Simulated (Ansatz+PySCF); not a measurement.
# doublet NO: levels of theory in one basis

```tsv
atom	x (Å)	y (Å)	z (Å)
N	0.0000	0.0000	-1.2186
O	0.0000	0.0000	1.0662
```

Basis set: STO-3G (spherical functions). Left uncorrelated: 2 orbitals. Correlation on ROHF uses semicanonical orbitals with singles. Charge 0, multiplicity 2.

Computed with Ansatz (development build ahead of 0.2.0); each method stands on the lowest determinant of its kind that the runs found. NEVPT2 correlates all electrons. Active spaces start from the frontier orbitals, and the lowest solution found is given.

| method | E − E(ROHF) (eV) | <S²> of the determinant |
| --- | --- | --- |
| ROHF | 0.00 | 0.75 |
| UHF | -7.98 | 2.71 |
| UHF-MP2 | -7.99 | 2.71 |
| UHF-CCSD | -8.08 | 2.71 |
| UHF-CCSD(T) | -8.08 | 2.71 |
| UHF-CCSDT(Q) | -8.08 | 2.71 |
| full CI (lowest root of this spin) | -8.10 | – |
| CASSCF(11,8) | -8.10 | – |
| SC-NEVPT2(11,8) | -8.10 | – |

**Question.** What does ROHF-MP2 give on the same scale?

**Answer.** -0.72 eV.

At such a shape the full CI root can have another spatial symmetry than the determinants, so the rows needn't describe one state.

The restricted and unrestricted rows may stand on different electronic states: another unrestricted solution lies nearer the restricted one.

Caution for ROHF, ROHF-MP2: an unrestricted determinant lies well below. Caution for ROHF, UHF, UHF-CCSD, UHF-CCSD(T): the determinant may break the point group. Caution for UHF, UHF-MP2, UHF-CCSD, UHF-CCSD(T), UHF-CCSDT(Q): the unrestricted determinant is a mixture of spin states. Caution for ROHF-MP2: bonds are stretched, where a single reference can fail. Caution for UHF-MP2, UHF-CCSD, UHF-CCSD(T), UHF-CCSDT(Q): large amplitudes, a single reference is doubtful. Caution for UHF-MP2, UHF-CCSDT(Q): a plain start can end on a higher determinant.
